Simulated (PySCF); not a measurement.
# Frontier levels across methods

C3H5F.
Atom-mapped SMILES: `[CH3:1]/[CH:2]=[CH:3]/[F:4]` (hydrogens: H5, H6, H7 on C1; H8 on C2; H9 on C3)

Structure used (PBE0-D3(BJ)/def2-SVP), in Å, numbered top down from 1:
```
atom  x, y, z in Å
C1    -1.0711   -0.0937    0.4446
C2     0.2386    0.4788    0.0175
C3     1.1948   -0.2242   -0.5805
F4     2.3570    0.3128   -0.9490
H5    -1.1488   -1.1635    0.1991
H6    -1.2195    0.0140    1.5317
H7    -1.9130    0.4254   -0.0426
H8     0.4348    1.5404    0.2041
H9     1.1272   -1.2900   -0.8251
```

Basis pcSseg-2 throughout (PySCF), one geometry. Isolated species at its PBE0-D3(BJ)/def2-SVP geometry, gas phase.

Question: How do the orbital energies, the gap and the dipole change with the method?

Answer: 
| method | kind | HOMO (eV) | LUMO (eV) | gap (eV) | μ (D) | SCF cycles |
| --- | --- | --- | --- | --- | --- | --- |
| BLYP | GGA | -5.86 | -0.48 | 5.37 | 1.60 | 14 |
| OPBE | GGA | -5.94 | -0.45 | 5.49 | 1.52 | 14 |
| B97-D | GGA | -5.94 | -0.48 | 5.46 | 1.58 | 13 |
| PBE | GGA | -5.98 | -0.58 | 5.40 | 1.57 | 14 |
| KT2 | GGA | -6.00 | -0.53 | 5.46 | 1.60 | 15 |
| KT3 | GGA | -6.02 | -0.53 | 5.49 | 1.58 | 14 |
| BP86 | GGA | -6.07 | -0.65 | 5.42 | 1.58 | 14 |
| LDA | LDA | -6.14 | -0.80 | 5.34 | 1.67 | 14 |
| B3LYP | global hybrid | -6.99 | 0.17 | 7.16 | 1.71 | 14 |
| PBE0 | global hybrid | -7.20 | 0.44 | 7.64 | 1.70 | 14 |
| mPW1PW91 | global hybrid | -7.22 | 0.43 | 7.65 | 1.70 | 14 |
| HF | Hartree–Fock | -9.87 | 2.71 | 12.58 | 1.91 | 11 |

The HOMO spans 4.02 eV, from BLYP down to HF, and the gap runs from 5.34 eV (LDA) to 12.58 eV (HF). Over the methods BLYP (0 %), OPBE (0 %), B97-D (0 %), PBE (0 %), KT2 (0 %), KT3 (0 %), BP86 (0 %), LDA (0 %), B3LYP (20 %), PBE0 (25 %), mPW1PW91 (25 %), HF (100 %), a straight line through the gap against the share of exact exchange rises by 0.73 eV for each 10 % (correlation coefficient 0.996). The dipole ranges from 1.52 D (OPBE) to 1.91 D (HF). This basis has no diffuse functions.

The vertical ΔSCF ionisation energy at CAM-B3LYP/def2-SVPD is 9.73 eV; −ε(HOMO) comes closest to it with HF (9.87 eV).
